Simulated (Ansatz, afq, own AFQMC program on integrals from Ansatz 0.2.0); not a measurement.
# Where AFQMC and coupled cluster stand for GeH⁺, singlet

```xyz
2

Ge    0.0000    0.0000    0.0000
H     0.0000    0.0000    1.5886
```

Basis cc-pVTZ. Only valence electrons are correlated. Ansatz 0.2.0 and our own AFQMC program on the same integrals; the CISD trial comes from CCSD amplitudes, and released means the phaseless constraint is let go. Free AFQMC starts from the CCSD state and is never constrained. Its projection time is finite, and what remains of the start isn't in its error. Error bars are statistical, one sigma. No spin–orbit coupling.

Determinant: RHF, the one that the program's search chose, which needn't be the lowest solution. The geometry is a point of a scan.

No full CI on the walks' own integrals is used here; CCSDT(Q) serves as the reference and is uncertain by about the last step of the cluster series.

Cautions: no relativity below Rb; no spin-orbit coupling; inner d shell frozen; the released energies are still falling, so no released level is given (meV from the phaseless value at times in 1/Eh: -1 ± 4 at 0.24, -4 ± 3 at 0.50, -6 ± 3 at 1.00, -8 ± 3 at 1.50), though the last usable value meets CCSDT(Q) within the noise.

```
T1 diagnostic                               : 0.0104
weight of the determinant in the CISD state : 0.931
size of the correlated space                : 4 electrons in 43 orbitals
```

Reference: CCSDT(Q), correlation energy -2.359 eV.

```
        level  E − E(reference) (meV)  share of correlation (%)
           HF                  2358.7                      0.00
          MP2                   587.7                     75.08
         CCSD                    46.3                     98.04
      CCSD(T)                     9.6                     99.59
        CCSDT                     1.2                     99.95
  ph-AFQMC/HF             16.2 ± 26.7                     99.31
ph-AFQMC/CISD               9.1 ± 1.9                     99.61
   free AFQMC              -4.3 ± 5.5                    100.18
```

Free projections are given only where their last times agree within the noise and don't stop above the reference; a slow remainder of the start can still hide under it. A walk keeps the symmetry of its determinant, which the program's search chose and which needn't be the lowest solution, so a lower state of the same spin and another symmetry isn't excluded.
